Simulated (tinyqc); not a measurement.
Inside a calculation. Method: extended Hueckel theory, for CH4. One step of it, computed by the program tinyqc.

Task: Mulliken analysis. P = C n C^T; charge = valence electrons (C 4, H 1) minus the sum of (P S)_ii on the atom; overlap population = 2 sum P_ij S_ij between two atoms.

coefficients:
```
             MO1        MO2        MO3        MO4        MO5        MO6        MO7        MO8
1C 2s   0.633260   0.000000   0.000000   0.000000   0.000000   0.000000   0.000000   1.697197
1C 2px  0.000000   0.303532  -0.374169  -0.253078   0.870210   0.526162  -0.569593   0.000000
1C 2py  0.000000   0.327514  -0.027700   0.433762   0.727789  -0.258747   0.872881   0.000000
1C 2pz  0.000000   0.311104   0.394224  -0.209725  -0.267592   1.007349   0.521720   0.000000
2H 1s   0.168337   0.531902  -0.004316  -0.016395  -0.719271  -0.689187  -0.446031  -0.726547
3H 1s   0.168337  -0.189177  -0.418167  -0.269361  -0.221669   0.120260   1.061920  -0.726547
4H 1s   0.168337  -0.162098  -0.026961   0.506167  -0.067672   0.968965  -0.497796  -0.726547
5H 1s   0.168337  -0.180627   0.449445  -0.220410   1.008611  -0.400037  -0.118093  -0.726547
```

occupations: 2.000000  2.000000  2.000000  2.000000  0.000000  0.000000  0.000000  0.000000

overlap S:
```
           1C 2s     1C 2px     1C 2py     1C 2pz     2H 1s      3H 1s      4H 1s      5H 1s
1C 2s   1.000000   0.000000   0.000000   0.000000  0.506328   0.506328   0.506328   0.506328
1C 2px  0.000000   1.000000   0.000000   0.000000  0.288544   0.288544  -0.288544  -0.288544
1C 2py  0.000000   0.000000   1.000000   0.000000  0.288544  -0.288544   0.288544  -0.288544
1C 2pz  0.000000   0.000000   0.000000   1.000000  0.288544  -0.288544  -0.288544   0.288544
2H 1s   0.506328   0.288544   0.288544   0.288544  1.000000   0.158314   0.158314   0.158314
3H 1s   0.506328   0.288544  -0.288544  -0.288544  0.158314   1.000000   0.158314   0.158314
4H 1s   0.506328  -0.288544   0.288544  -0.288544  0.158314   0.158314   1.000000   0.158314
5H 1s   0.506328  -0.288544  -0.288544   0.288544  0.158314   0.158314   0.158314   1.000000
```

Give: charges; Overlap populations.

Result:

charges: 1C -0.1689, 2H 0.0422, 3H 0.0422, 4H 0.0422, 5H 0.0422

Overlap populations:
```
pair      value
2-1    0.794882
3-1    0.794882
3-2   -0.041836
4-1    0.794882
4-2   -0.041836
4-3   -0.041836
5-1    0.794882
5-2   -0.041836
5-3   -0.041836
5-4   -0.041836
```
